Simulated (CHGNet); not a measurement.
Litharge PbO

These are the machine-learned potential CHGNet-r²SCAN (trained on r²SCAN data) values and carry that method's errors.

Cell (relaxed at this level):

```xyz
4
Lattice="3.9998 0.0000 0.0000 0.0000 3.9998 0.0000 0.0000 0.0000 5.8332" Properties=species:S:1:pos:R:3 pbc="T T T"
Pb     1.9999     0.0000     4.6559
Pb     3.9998     1.9999     1.1773
O      1.9999     1.9999     5.8332
O      3.9998     0.0000     5.8332
```

- equilibrium lattice constant a: 4.000 Å
- c axis length: 5.833 Å

Measured, for comparison: lattice constant a 3.975 Å (room temperature, no zero-point or thermal correction, our sources range from 3.964 to 3.975; as tabulated in Canepa et al. (2012), arXiv:1204.2842); lattice parameter c 5.023 Å (room temperature, no zero-point or thermal correction, our sources range from 4.995 to 5.023; as tabulated in Canepa et al. (2012), arXiv:1204.2842). Computed (rounded) less measured: lattice constant a +0.6 % (+0.6 % to +0.9 % over the range), lattice parameter c +16.1 % (+16.1 % to +16.8 % over the range).

A machine-learned potential is trained on density-functional data: it inherits that level's misses and adds fitting errors of its own.

Note: the model's c/a of 1.46 is far from the 1.26 of the starting cell; this model's volume lies 17 % above that of the starting cell (a measured, published or database cell).
